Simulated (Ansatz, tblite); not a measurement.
**The cluster Sn2Bi: rung by rung**

An exercise on one series of results from a longer session: the logs are not shown, and one member is left open.

Method: as each input shows; program: Ansatz 0.2.0, Gaussian basis.

Plan: GFN1-xTB, GFN2-xTB, PBE-D4/def2-TZVP, r2SCAN-D4/def2-TZVP, BLYP-D4/def2-TZVP, B2PLYP/def2-TZVP, revPBE-D4/def2-TZVP, ωB97M-V/def2-TZVP, CAM-B3LYP-D4/def2-TZVP, PBE+5HF/def2-TZVP, PBE+10HF/def2-TZVP, PBE+15HF/def2-TZVP, PBE+35HF/def2-TZVP, PBE+50HF/def2-TZVP, PBE-D4/def2-SVP, PBE0-D4/def2-SVP, PBE0-D4/def2-TZVPD, PBE-D4/def2-TZVPD, r2SCAN-D4/def2-TZVPD, CCSD(T)/def2-SVP, MP2/def2-TZVP, RPA/def2-TZVP.

1 further run of the same task is left out (set aside as unsound or not needed).

## The relaxed structure

The doublet was relaxed beforehand with r2SCAN-D4/def2-SVP. At that level it is the lowest of the isomers that a small search found.

3 atoms, charge 0, spin multiplicity 2.

Bond lengths: Bi1–Sn2 2.827 Å, Bi1–Sn3 2.827 Å, Sn2–Sn3 3.000 Å. Angles: Sn2–Bi1–Sn3 64.1°, Bi1–Sn2–Sn3 58.0°, Bi1–Sn3–Sn2 57.9°.

Geometry (Å):

```
Bi   -0.5517   -1.4485   -0.3857
Sn    0.0567    0.4207    1.6455
Sn    0.4950    1.0279   -1.2598
```

Bi, Sn take a core potential in the def2 sets. No spin-orbit coupling is included.

PBE0-D4/def2-TZVP was run before; its log isn't repeated, and its numbers join the tables.

The first run:

Tight binding, by tblite at 300 K electronic temperature and without a spin-polarisation term:

```python
tblite.interface.Calculator('GFN1-xTB', numbers, positions, charge=0, uhf=1).singlepoint()
```

Tight binding, by tblite at 300 K electronic temperature and without a spin-polarisation term:

```python
tblite.interface.Calculator('GFN2-xTB', numbers, positions, charge=0, uhf=1).singlepoint()
```

start.molden holds the orbitals of an earlier run on this state, given as this run's starting guess.

in.yaml

```yaml
crystal:
  periodic: [false, false, false]
  atoms:
    - {symbol: Bi, position_ang: [-0.551655, -1.448539, -0.385703]}
    - {symbol: Sn, position_ang: [0.056680, 0.420680, 1.645454]}
    - {symbol: Sn, position_ang: [0.494975, 1.027869, -1.259751]}
basis:
  gaussian: {orbitals: def2-TZVP, initial_orbitals: start.molden}
magnetization: {spin_polarized: true, initial_magnetization: 1}
hamiltonian: {xc: pbe, dispersion: d4}
scf: {omitted_lower_state_checks: [starts]}
output: {orbitals: {seedname: orbitals}}
```

The run is started by

```bash
$ ansatz run in.yaml --threads 2 --pin off --events-out ev --progress --plain --max-ram 4352MiB
```

Steps of the session up to this table: PBE-D4/def2-TZVP; r2SCAN-D4/def2-TZVP; BLYP-D4/def2-TZVP; B2PLYP/def2-TZVP; revPBE-D4/def2-TZVP; ωB97M-V/def2-TZVP; CAM-B3LYP-D4/def2-TZVP; PBE+5HF/def2-TZVP; PBE+10HF/def2-TZVP; PBE+15HF/def2-TZVP; PBE+35HF/def2-TZVP; PBE+50HF/def2-TZVP; PBE-D4/def2-SVP; PBE0-D4/def2-SVP; PBE0-D4/def2-TZVPD; PBE-D4/def2-TZVPD; r2SCAN-D4/def2-TZVPD; CCSD(T)/def2-SVP; MP2/def2-TZVP; RPA/def2-TZVP.

One of the session's tables, all rows but one given; the rest of the session is left out.

| level | HOMO (eV) | LUMO (eV) | gap (eV) |
| --- | --- | --- | --- |
| PBE-D4/def2-SVP | -4.85 | -4.19 | 0.66 |
| PBE-D4/def2-TZVP | -4.87 | -4.18 | 0.69 |
| PBE-D4/def2-TZVPD | -4.89 | -4.20 | 0.69 |
| revPBE-D4/def2-TZVP | -4.80 | -4.05 | 0.76 |
| BLYP-D4/def2-TZVP | -4.69 | -4.10 | 0.59 |
| r2SCAN-D4/def2-TZVP | -5.11 | -3.97 | 1.13 |
| r2SCAN-D4/def2-TZVPD | ? | ? | ? |
| PBE0-D4/def2-SVP | -5.67 | -3.54 | 2.13 |
| PBE0-D4/def2-TZVP | -5.66 | -3.50 | 2.16 |
| PBE0-D4/def2-TZVPD | -5.67 | -3.51 | 2.16 |
| CAM-B3LYP-D4/def2-TZVP | -6.65 | -2.61 | 4.04 |
| ωB97M-V/def2-TZVP | -7.43 | -1.88 | 5.55 |
| PBE+5HF/def2-TZVP | -5.02 | -4.04 | 0.98 |
| PBE+10HF/def2-TZVP | -5.18 | -3.91 | 1.27 |
| PBE+15HF/def2-TZVP | -5.34 | -3.77 | 1.57 |
| PBE+35HF/def2-TZVP | -5.99 | -3.23 | 2.76 |
| PBE+50HF/def2-TZVP | -6.49 | -2.81 | 3.68 |

Estimate the missing values for r2SCAN-D4/def2-TZVPD.

**Answer.** HOMO (eV): -5.12; LUMO (eV): -3.98; gap (eV): 1.13. In the column «HOMO (eV)» it lies between PBE+10HF/def2-TZVP (-5.18) and r2SCAN-D4/def2-TZVP (-5.11).

Caveats from the session: † marks a level with a doubtful state (flagged, unstable or spin-contaminated). Notes on CCSD(T)/def2-SVP: spin contamination.
